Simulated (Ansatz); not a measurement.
A nudged elastic band was laid between two geometries of BClH5N (8 atoms, charge 0, multiplicity 1).

These are results of Ansatz, RHF/def2-mTZVP, not measurements.

* movable images: 5
* climbing image: yes
* spring: 5.0 eV/Å²
* optimiser: quadratic models (default)
* start path: through a guess of the saddle point
* force threshold: 0.05 eV/Å
* iteration limit: 60
* end points: relaxed

Initial state:

```xyz
8
Properties=species:S:1:pos:R:3
B -0.003 -0.205 0.235
Cl 0.224 0.810 1.815
H 0.917 -0.065 -0.511
H -1.089 -0.052 -0.230
N 0.060 -1.753 0.770
H -0.058 -2.406 0.015
H 0.942 -1.938 1.213
H -0.661 -1.920 1.448
```

Final state:

```xyz
8
Properties=species:S:1:pos:R:3
B 0.089 -0.657 -0.652
Cl -0.379 -0.071 3.609
H 1.051 -0.031 -0.955
H -0.976 -0.429 -1.123
N 0.208 -1.668 0.299
H -0.539 -2.285 0.528
H 1.087 -1.966 0.662
H -0.209 -0.422 2.386
```

(1) Which bonds break or form, and what moves?

(2) Give the energies along the band, and the barrier.

(3) What is the geometry of the highest image?

(4) What are the harmonic wavenumbers there?

Answers

(1) Bonds broken: B1–Cl2, N5–H8. Bonds formed: Cl2–H8. BClH5N becomes BH4N + ClH.

(2) It converged. The highest image is number 3 of 0 to 6, 138.3 kJ/mol above the first end and 79.6 kJ/mol above the last; the last end lies 58.7 kJ/mol above the first. A vibrational analysis at the climbing image gives one clearly imaginary mode, 186i cm⁻¹: a first-order saddle point. The orbitals stay closed-shell, which can raise the energy where a bond breaks towards radicals; this wasn't checked here.

| image | path coordinate (Å) | energy (kJ/mol) | B1–Cl2 (Å) | N5–H8 (Å) | Cl2–H8 (Å) |
| --- | --- | --- | --- | --- | --- |
| 0 | 0.00 | 0.0 | 1.89 | 1.00 | 2.89 |
| 1 | 0.84 | 7.4 | 1.90 | 1.00 | 2.61 |
| 2 | 1.67 | 84.4 | 2.31 | 1.01 | 2.03 |
| 3 | 2.51 | 138.3 | 3.12 | 1.11 | 1.78 |
| 4 | 3.13 | 76.6 | 3.35 | 1.88 | 1.31 |
| 5 | 3.75 | 60.3 | 3.89 | 2.31 | 1.29 |
| 6 | 4.37 | 58.7 | 4.33 | 2.47 | 1.28 |

(3) 
```xyz
8
Properties=species:S:1:pos:R:3
B 0.042 -0.462 -0.271
Cl -0.285 0.221 2.750
H 1.041 0.092 -0.541
H -1.017 -0.195 -0.699
N 0.135 -1.647 0.646
H -0.596 -2.330 0.560
H 1.031 -2.095 0.699
H -0.019 -1.113 1.610
```

(4) 186i, 301, 331, 460, 771, 817, 1013, 1156, 1243, 1327, 1501, 1696, 1765, 1960, 2785, 2897, 3721, 3803 cm⁻¹.

The run took 53 s on 1 thread of Arm Neoverse V2, on a shared host, peak memory 0.14 GiB.
